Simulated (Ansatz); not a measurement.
Hexagonal-diamond Ge (model structure) was calculated with r²SCAN in Ansatz (plane waves, PAW).

Numerical settings: plane-wave cutoff 500 eV, 12×12×6 k mesh (along the axes of the cell as run), gaussian smearing 0.02 eV, scalar-relativistic PAW data made under PBE.

Cell (relaxed at this level):

```yaml
crystal:
  lattice:
    - [1.99774, -3.46019, 0.00000]
    - [1.99774, 3.46019, 0.00000]
    - [0.00000, 0.00000, 6.60238]
  atoms:
    - { symbol: Ge, position: [0.33333, 0.66667, 0.06296] }
    - { symbol: Ge, position: [0.66667, 0.33333, 0.56296] }
    - { symbol: Ge, position: [0.66667, 0.33333, 0.93704] }
    - { symbol: Ge, position: [0.33333, 0.66667, 0.43704] }
```

### Question
Estimate the band gap that the calculation returns.

### Answer

band gap: 0.10 eV (on the SCF k mesh)

Note: the relaxation could raise the start's symmetry but not lower it, so the cell can be a saddle point.

Spin–orbit coupling is not included.

The computed numbers hold no vibrational or temperature effects.

A model structure was made by putting elements into a prototype or built by hand; it is no filed structure, need not be a known phase, and can be a saddle point held by its symmetry.

Ansatz is an electronic-structure program.
